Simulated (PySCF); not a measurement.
AlC: from constants to spectrum

PBE0 constants of AlC, ⁴Σ⁻ (quartet), unpaired electrons σ ↑, π ↑↑ (Al def2-TZVP, C def2-TZVP; no relativity (PySCF 2.14); masses 26.9815 and 12.0000 u):

```
ωe           : 640.2 cm⁻¹
ωexe         : 4.21 cm⁻¹
Be           : 0.52466 cm⁻¹
αe           : 0.00516 cm⁻¹
De to Al + C : 3.55 eV
```

Problem. What force constant and bond length do these constants imply?

Solution. Reduced mass μred = 8.3059 u; k = 5.8918×10⁻⁷·μred·ωe² (u, cm⁻¹, mdyn/Å) = 2.01 mdyn/Å; Re = √(16.8576/(μred·Be)) (u, cm⁻¹, Å) = 1.967 Å.

Problem. Estimate the centrifugal constant D from the Kratzer relation and find the Dunham coefficient a1.

Solution. D = 4Be³/ωe² = 1.41e-06 cm⁻¹; a1 = −1 − αeωe/(6Be²) = -3.00.

The state is the lowest determinant that a PBE0 search found; another state may lie lower at other levels.
